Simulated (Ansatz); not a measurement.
The input (input.yaml):

```yaml
crystal:
  periodic: [false, false, false]
  atoms:
    - { symbol: C, position_ang: [-0.371253, 1.068056, -0.68983] }
    - { symbol: "N", position_ang: [-0.945652, 0.178036, 0.516177] }
    - { symbol: Si, position_ang: [0.556761, -0.788277, 0.896305] }
    - { symbol: H, position_ang: [0.527724, 1.707441, -0.424873] }
    - { symbol: H, position_ang: [-1.198299, 1.832869, -0.942144] }
    - { symbol: H, position_ang: [-0.193698, 0.519727, -1.67942] }
    - { symbol: H, position_ang: [0.49169, -1.552116, -0.301727] }
    - { symbol: H, position_ang: [0.344181, -1.588498, 2.078324] }
    - { symbol: H, position_ang: [1.841705, -0.068073, 0.858695] }
magnetization:
  spin_polarized: true
  initial_magnetization: 1
basis:
  gaussian: { orbitals: STO-3G }
hamiltonian:
  xc: pbe
  dispersion: d4
md:
  timestep: 0.5
  n_steps: 266
  ensemble: nvt_langevin
  temperature: 300.0
  initial_velocities: maxwell_boltzmann
  seed: 618111
  friction: 0.001
  masses: [{ species: H, mass: 10.0 }]
```

Command:

```bash
$ ansatz run input.yaml --threads 1 --pin off --max-ram 2048MiB --backend cpu --events-out ev --progress --plain --runs-dir out
```

Hardware: 1 thread of Intel(R) Xeon(R) 6975P-C (Granite Rapids), on a shared host.

Task: Roughly how long does this run take, and how much memory?

Result: 5.7 min, with a peak of 0.11 GiB, for 267 ionic steps.
